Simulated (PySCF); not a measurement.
Geometry (Å), atoms numbered from 1 in this order:
```xyz
9

C     1.1476    0.7575    0.1569
C     0.3179   -0.0494   -0.4841
C    -0.9701   -0.5524    0.0617
F    -1.2130   -0.0774    1.3310
H     0.9248    1.1106    1.1565
H     2.0724    1.0872   -0.3002
H     0.5503   -0.4002   -1.4872
H    -1.8063   -0.2455   -0.5784
H    -0.9673   -1.6483    0.1069
```

Geometry: PBE0-D3(BJ)/def2-TZVP; GIAO shifts from PySCF 2.14, gas phase, non-relativistic, averaged over equivalent atoms.

At B97-2/pcSseg-2 (214 basis functions, 12 s wall time on 1 thread of an Arm Neoverse V1, shared host):
| atoms | δ (ppm) |
| --- | --- |
| C2 | 143.6 |
| C1 | 119.5 |
| C3 | 87.6 |
| F4 | -250.8 |
| H7 | 6.17 |
| H5 | 5.81 |
| H6 | 5.47 |
| H8/H9 | 5.06 |

Shifts are taken against calculated references (same method and geometry level): TMS for $^{13}$C (σ = 185.38 ppm), $^{1}$H (σ = 31.64 ppm); $^{19}$F (σ = 175.98 ppm) vs CFCl3.

Question: Estimate the result of repeating the calculation with KT3/pcSseg-2.

Answer: 
| atoms | δ at KT3/pcSseg-2 | change |
| --- | --- | --- |
| C2 | 136.2 | -7.4 |
| C1 | 110.8 | -8.7 |
| C3 | 87.9 | +0.3 |
| F4 | -266.3 | -15.5 |
| H7 | 6.10 | -0.07 |
| H5 | 5.62 | -0.19 |
| H6 | 5.29 | -0.18 |
| H8/H9 | 5.19 | +0.13 |

δ = σ(ref) − σ, references computed at the same level: $^{13}$C (σref 183.24) and $^{1}$H (σref 31.63) vs TMS; $^{19}$F (σref 145.48) against CFCl3.

The largest change is at F4 (fluorine on an sp3 carbon). Cost: 214 basis functions, 20 s wall time on 1 thread of an Arm Neoverse V1, shared host. The order of the carbon signals is the same at both levels.

Unscaled 19F shifts against computed CFCl3 carry errors that often reach 10 to 50 ppm.
